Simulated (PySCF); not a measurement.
Substituent effects on chemical shifts

Parent skeleton `[CH2:1]=[O:2]`; one hydrogen on atom 1 is replaced by X. Hydrogens on one atom are averaged.

Theory: shielding tensors at PBE0/pcSseg-1 (GIAO), structure optimised with GFN2-xTB, in PySCF 2.14 (no solvent model, one conformer, non-relativistic Hamiltonian, one averaged value for each set of equivalent atoms).

Shifts are taken against calculated references (same method and geometry level): $^{13}$C (σref 186.93) and $^{1}$H (σref 31.72) against TMS; H2O for $^{17}$O (σref 336.08).

Parent (X = H): C1 198.8, O2 797.2, H(C1) 10.06 ppm. Effects are Δδ = δ(X) − δ(H), positive for deshielding.

(1) Give Δδ (ppm) for X = CF3, CHO, ethynyl, N=CH2, 2-pyridyl, CH=NH, OCOCH3, CH=NMe, 2-thienyl.

(2) Which position responds most, and to which substituents?

Results:

(1) 
```csv
X,SMILES,C1,O2,H(C1)
CF3,O=CC(F)(F)F,-11.8,-90.9,-0.67
CHO,O=CC=O,-2.8,-48.6,-0.80
ethynyl,C#CC=O,-17.7,-36.3,-0.56
N=CH2,C=NC=O,-33.7,-309.7,-0.75
2-pyridyl,O=Cc1ccccn1,+2.4,-113.3,+0.27
CH=NH,[H]/N=C\C=O,-5.7,-68.0,-0.82
OCOCH3,CC(=O)OC=O,-40.2,-303.8,-2.00
CH=NMe,C/N=C/C=O,+1.7,-66.5,-0.40
2-thienyl,O=Cc1cccs1,-15.0,-154.1,-0.12
```

(2) O2: from -309.7 ppm with N=CH2 to -36.3 ppm with ethynyl.

Unscaled 17O shifts of doubly bonded oxygen tend to come out too high, by tens of ppm or more. Experimental scales use liquid or dissolved standards, which lie at an offset from isolated H2O (liquid H2O: subtract about 36 ppm).
